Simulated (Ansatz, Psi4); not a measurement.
## Worked example: vertical ionisation energy of C3H2O (2-cyclopropen-1-one)

C3H2O has 6 atoms, charge 0, and is taken as a singlet. As SMILES, `O=c1cc1`. Geometry: relaxed at PBE0-D4/def2-TZVP.

Both states at this one shape; open shells run unrestricted unless said. 1 Eh = 27.2114 eV.

```
                             level  program  singlet C3H2O (Eh)  doublet C3H2O+ (Eh)  HOMO of the first (eV)
                     PBE/def2-SVPD   Ansatz         -190.297650          -189.948029                   -5.62
B3LYP/6-31G* (spherical functions)   Ansatz         -190.637815          -190.293488                   -6.43
                    PBE0/def2-SVPD   Ansatz         -190.298622          -189.946009                   -7.11
                   TPSSh/def2-SVPD     Psi4         -190.527313          -190.179244                   -6.26
```

Question: Work out the vertical ionisation energy at each level.

Answer: 
1. PBE/def2-SVPD: -189.948029 − (-190.297650) = 0.349621 Eh = 9.51 eV; −ε(HOMO) = 5.62 eV.
2. B3LYP/6-31G* (spherical functions): -190.293488 − (-190.637815) = 0.344327 Eh = 9.37 eV; −ε(HOMO) = 6.43 eV.
3. PBE0/def2-SVPD: -189.946009 − (-190.298622) = 0.352613 Eh = 9.60 eV; −ε(HOMO) = 7.11 eV.
4. TPSSh/def2-SVPD: -190.179244 − (-190.527313) = 0.348069 Eh = 9.47 eV; −ε(HOMO) = 6.26 eV.

No measured value is set beside it here; the levels span 9.37 to 9.60 eV. In semi-local functionals −ε(HOMO) lies far under the ionisation energy, a result of self-interaction, while the difference of totals does much better.
